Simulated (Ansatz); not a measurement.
```tsv
atom	x (Å)	y (Å)	z (Å)
P	0.0066	0.0026	0.1231
H	1.1944	-0.0090	-0.6548
H	-0.5957	1.0266	-0.6497
H	-0.5905	-1.0344	-0.6568
```

RHF on singlet PH3 was run in several spherical basis sets with Ansatz (development build ahead of 0.2.0).

(1) Rank the basis sets by the total energy that they give, lowest first, with the distance from the lowest.
A. cc-pVTZ
B. cc-pVDZ
C. STO-3G

Results:

(1) A (0.00 eV), B (0.46 eV), C (104.87 eV).

Totals follow the description of the cores as much as that of the bonds, so this order isn't one of quality for chemistry.
